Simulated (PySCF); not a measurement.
## Two-photon absorption: `C=C=C=CSC`, C₅H₆S

Cartesian coordinates in Å; atom numbers follow the order of the lines, from 1:
```xyz
12

C     2.5209    1.0076    0.2903
C     1.5708    0.1063    0.1938
C     0.6627   -0.7642    0.1008
C    -0.2857   -1.6723    0.0038
S    -1.9945   -1.3874   -0.0169
C    -2.0512    0.3960    0.1235
H     2.2884    2.0641    0.3689
H     3.5671    0.7219    0.2943
H    -0.0381   -2.7273   -0.0741
H    -3.1046    0.6752    0.1179
H    -1.5417    0.8616   -0.7203
H    -1.5888    0.7204    1.0559
```

Method: TDDFT CAM-B3LYP/def2-TZVPD excited states, vertical, gas phase (PySCF). Geometry: PBE0-D3(BJ)/def2-TZVP.

Q: Give the one- and two-photon strengths of the lowest singlets.

A: δ for parallel linear polarisation; σ at the peak of a Lorentzian of half width 0.1 eV, single beam; Ω is circular over linear.
| state | E (eV) | f | photon λ (nm) | δ (au) | σ (GM) | Ω | main |
| --- | --- | --- | --- | --- | --- | --- | --- |
| S1 | 4.33 | 0.000 | 573 | <0.1 | 0.00 | – | HOMO−1→LUMO 0.97 |
| S2 | 4.46 | 0.498 | 556 | 405 | 2.96 | 0.64 | HOMO→LUMO 0.94 |
| S3 | 4.73 | 0.001 | 524 | 7.67 | 0.06 | 1.50 | HOMO→LUMO+1 0.32, HOMO→LUMO+4 0.31 |
| S4 | 5.20 | 0.000 | 477 | 2.32 | 0.02 | 1.50 | HOMO→LUMO+2 0.51, HOMO→LUMO+1 0.29 |
| S5 | 5.46 | 0.005 | 454 | 1.08 | 0.01 | 1.50 | HOMO→LUMO+3 0.49, HOMO→LUMO+1 0.22 |
| S6 | 6.05 | 0.000 | 410 | 406 | 5.44 | 1.50 | HOMO→LUMO+4 0.38, HOMO→LUMO+3 0.31 |

Among these, the strongest one-photon state is S2, the strongest two-photon state S6, with a dipole change of 5.6 D (relaxed, norm of the difference vector).
